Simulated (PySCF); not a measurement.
Cartesian coordinates (Å):
SMILES: [Cl]
```xyz
1

Cl     0.0000     0.0000     0.0000
```
Charge 0, spin multiplicity 2.

Question: What is the computed total energy, highest occupied spin orbital and dipole moment (BP86-D3(BJ)/def2-TZVP run with PySCF)?

Answer: 
```yaml
total_energy: -460.1912 Ha
highest_occupied_spin_orbital: -8.17 eV
dipole_moment: 0.00 D
```
